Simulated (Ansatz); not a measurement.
F$_{2}$H$_{2}$Si (`F[SiH2]F`) from Hartree–Fock to CCSD(T)

```xyz
5

F     0.154    0.046   -1.546
Si   -0.036   -0.031    0.026
F     1.014    0.950    0.695
H    -1.393    0.440    0.357
H     0.261   -1.406    0.467
```

Charge 0, multiplicity 1. All single points use the PBE0-D4/def2-TZVP geometry. Frozen core, restricted reference, Ansatz. CBS rows extrapolate triple and quadruple zeta.

```json
{"basis": "def2-SVP", "HF (Eh)": "-488.83766", "MP2 corr.": "-0.46894", "CCSD corr.": "-0.48723", "(T)": "-0.00686", "CCSD(T) total": "-489.33175"}
{"basis": "def2-TZVPP", "HF (Eh)": "-489.21457", "MP2 corr.": "?", "CCSD corr.": "-0.63729", "(T)": "-0.01707", "CCSD(T) total": "?"}
{"basis": "def2-QZVPP", "HF (Eh)": "-489.23421", "MP2 corr.": "-0.68191", "CCSD corr.": "-0.69089", "(T)": "-0.02074", "CCSD(T) total": "-489.94584"}
{"basis": "CBS(def2)", "HF (Eh)": "-489.23692", "MP2 corr.": "-0.72558", "CCSD corr.": "-0.73060", "(T)": "-0.02346", "CCSD(T) total": "-489.99098"}
{"basis": "cc-pV(D+d)Z", "HF (Eh)": "-489.10394", "MP2 corr.": "-0.47353", "CCSD corr.": "-0.49148", "(T)": "-0.00743", "CCSD(T) total": "-489.60285"}
{"basis": "cc-pV(T+d)Z", "HF (Eh)": "-489.20581", "MP2 corr.": "-0.62673", "CCSD corr.": "-0.63978", "(T)": "?", "CCSD(T) total": "?"}
{"basis": "cc-pV(Q+d)Z", "HF (Eh)": "-489.23013", "MP2 corr.": "?", "CCSD corr.": "-0.69318", "(T)": "-0.02074", "CCSD(T) total": "?"}
{"basis": "CBS(cc)", "HF (Eh)": "-489.23745", "MP2 corr.": "?", "CCSD corr.": "-0.73120", "(T)": "-0.02304", "CCSD(T) total": "?"}
```

(1) Fill in the withheld values. (Estimate.)

## Answers

(1) Computed: def2-TZVPP MP2 corr.: -0.62295; def2-TZVPP CCSD(T) total: -489.86893; cc-pV(T+d)Z (T): -0.01751; cc-pV(T+d)Z CCSD(T) total: -489.86310; cc-pV(Q+d)Z MP2 corr.: -0.68425; cc-pV(Q+d)Z CCSD(T) total: -489.94405; CBS(cc) MP2 corr.: -0.72519; CBS(cc) CCSD(T) total: -489.99169.
